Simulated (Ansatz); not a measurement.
Total energies of P₅⁺ from Ansatz at PBE-D4/def2-TZVP, gas phase (1 Eh = 27.2114 eV = 2625.5 kJ/mol). The reference geometry is relaxed at B3LYP-D4/def2-SVP.

```xyz
5

P     0.2076    0.9076   -1.0526
P    -1.2544   -0.8583   -0.5189
P     0.9259   -1.2432   -0.4199
P    -1.0297    0.7892    0.9464
P     1.1507    0.4047    1.0449
```

```csv
state,geometry,energy (Eh)
charge 1 singlet,reference,-1705.84263
charge 0 doublet,reference,-1706.07309
charge 1 triplet,relaxed at B3LYP-D4/def2-SVP,-1705.78827
charge 1 quintet,relaxed at B3LYP-D4/def2-SVP,-1705.71606
```

Work out the vertical electron affinity, to the doublet.

E(charge 1 singlet) − E(charge 0 doublet) = -1705.84263 − (-1706.07309) = 0.23046 Eh = 6.27 eV.

Which of the charge 1 states is lowest, and how far above it are the others?

The singlet. triplet: -1705.78827 − (-1705.84263) = 0.05436 Eh = 142.7 kJ/mol; quintet: -1705.71606 − (-1705.84263) = 0.12657 Eh = 332.3 kJ/mol. The triplet differs in its bonds from the reference. The quintet differs in its bonds from the reference.

The structure comes from a short search, and lower isomers may exist.
